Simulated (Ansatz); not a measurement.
Ideal-gas functions of `C1=NCO1` at 298.15 K and 1 bar, from an Ansatz frequency run at PBE0-D4/def2-TZVP.

Molar mass 57.05 g/mol, point group Cs (symmetry number 1), electronic degeneracy 1, moments of inertia 30.829, 34.141, 61.655 u Å². Harmonic wavenumbers (cm⁻¹, unscaled): 481, 883, 955, 1002, 1013, 1074, 1112, 1137, 1251, 1348, 1487, 1664, 3096, 3169, 3213.

Use S(trans) = R[1.5 ln M + 2.5 ln T − 1.1517]; rotational temperatures θ = 24.2544 K / I; S(rot) = R[ln(√π/σ · √(T³/θAθBθC)) + 1.5]; for each mode x = 1.438777 ν̃/T, S = R[x/(eˣ − 1) − ln(1 − e⁻ˣ)] and H = RT x/(eˣ − 1); 1 cm⁻¹ = 0.0119627 kJ/mol; R = 8.31446 J/(mol·K).

Question: By hand: the entropy, in J/(mol·K).

Answer: Translation 159.3. Rotation: θ = 0.7867, 0.7104, 0.3934 K, giving 94.6. Vibration, mode by mode: 2.96, 0.63, 0.47, 0.39, 0.37, 0.29, 0.25, 0.22, 0.14, 0.09, 0.05, 0.02, 0.00, 0.00, 0.00, in all 5.9. Electronic 0.0. Sum 259.8 J/(mol·K).

Question: By hand: H − E and G − E in kJ/mol, counted from the electronic energy.

Answer: Zero-point energy ½ × 22885 × 0.0119627 = 136.9; thermal vibration 1.4; translation, rotation and pV give 4 RT = 9.9. H − E = 148.2 kJ/mol, and G − E = 148.2 − 298.15 × 259.8/1000 = 70.7 kJ/mol.

Vibration gives 2 % of the entropy.
